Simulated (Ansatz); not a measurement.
The input, for Ansatz 0.2.0:

```yaml
crystal:
  periodic: [false, false, false]
  atoms:
    - {symbol: Al, position_ang: [-0.062019, 0.003873, -0.132589]}
    - {symbol: H, position_ang: [0.446570, 0.005528, 1.985951]}
    - {symbol: H, position_ang: [-0.319218, -0.005180, 1.956568]}
    - {symbol: H, position_ang: [0.731149, 1.387036, -0.188618]}
    - {symbol: H, position_ang: [0.801697, -1.491048, -0.204636]}
basis:
  gaussian: {orbitals: 6-31G}
magnetization: {spin_polarized: true, initial_magnetization: 1}
correlation: {method: mp2, electrons: outside_noble_gas}
```

```sh
$ ansatz run in.yaml --threads 1 --pin off --events-out ev --progress --plain --max-ram 2393MiB
```

Output:

```
266 factors; integrals over basis functions are off by at most 1.1e-3 eV
mean field evaluation 1: about -6641.7096 eV, gradient 6.7e0 eV
mean field evaluation 2: about -6641.7115 eV, gradient 6.7e0 eV
mean field evaluation 4: about -6642.3977 eV, gradient 6.3e-1 eV
mean field evaluation 8: about -6642.4133 eV, gradient 7.5e-3 eV
mean field -6642.41330145 eV, -244.1041864387 hartree, gradient 2.3e-6 eV, S^2 0.751412; 0 other end points of the search recorded, 0 dependent functions left out
5 core orbitals not correlated: weight in the atoms' cores, before any rotation towards them, 1.000 or more for the frozen orbitals, at most 0.000 for the correlated occupied ones
reference -6642.41330145 eV, -244.1041864387 hartree; 4, 3 occupied and 12, 13 virtual orbitals, 266 factors
second order -1.35605999 eV of doubles, -0.00000000 eV of singles
Total energy: -6643.76936143 eV, -244.1540207241 hartree
```

Ran on 1 thread of Arm Neoverse V2, shared host: 0.09 s wall, 0.06 GiB peak host memory.
